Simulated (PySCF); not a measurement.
A structure optimised at ωB97X-D3(BJ)/def2-TZVP, used in a PySCF frequency run:

```xyz
9

C     -0.1625     1.2306     0.0000
C      0.4564    -0.1356     0.0000
C     -0.2221    -1.2749     0.0000
H      0.1523     1.8006     0.8796
H      0.1523     1.8006    -0.8796
H     -1.2529     1.1705     0.0000
H      1.5446    -0.1709     0.0000
H     -1.3086    -1.2858     0.0000
H      0.2812    -2.2356     0.0000
```
Charge 0, spin multiplicity 1.

Write its SMILES, formula and point group.

C=CC, C₃H₆, Cs

What are its rotational constants (standard atomic weights)?

46.767, 9.3387, 8.1772 GHz
